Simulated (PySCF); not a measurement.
**Vibration and rotation of NO**

PBE0 constants of NO, ²Π (doublet), unpaired electrons π ↑ (PySCF, no relativity, basis sets N def2-TZVP, O def2-TZVP; masses 14.0031 and 15.9949 u):

```
ωe              : 2030.8 cm⁻¹
ωexe            : 11.9 cm⁻¹
Be              : 1.738 cm⁻¹
αe              : 0.0154 cm⁻¹
D (centrifugal) : 5.09e-06 cm⁻¹
De to N + O     : 6.64 eV
```

**Question.** Give the vibrational terms G(v) and spacings up to v = 6.

**Answer.** G(v) = ωe(v+½) − ωexe(v+½)².

| v | G(v) (cm⁻¹) | G(v) − G(v−1) | Bv (cm⁻¹) |
| --- | --- | --- | --- |
| 0 | 1012.4 |  | 1.730 |
| 1 | 3019.4 | 2007.0 | 1.715 |
| 2 | 5002.6 | 1983.2 | 1.700 |
| 3 | 6962.0 | 1959.4 | 1.684 |
| 4 | 8897.6 | 1935.6 | 1.669 |
| 5 | 10809.4 | 1911.8 | 1.653 |
| 6 | 12697.4 | 1888.0 | 1.638 |

**Question.** How well does the Morse estimate ωe²/(4ωexe) reproduce De, and what is D0?

**Answer.** It gives 10.74 eV, 162 % of the computed De. D0 = De − G(0) = 6.64 − 0.13 = 6.51 eV.

The state was picked by a PBE0 search and need not be the measured ground state.
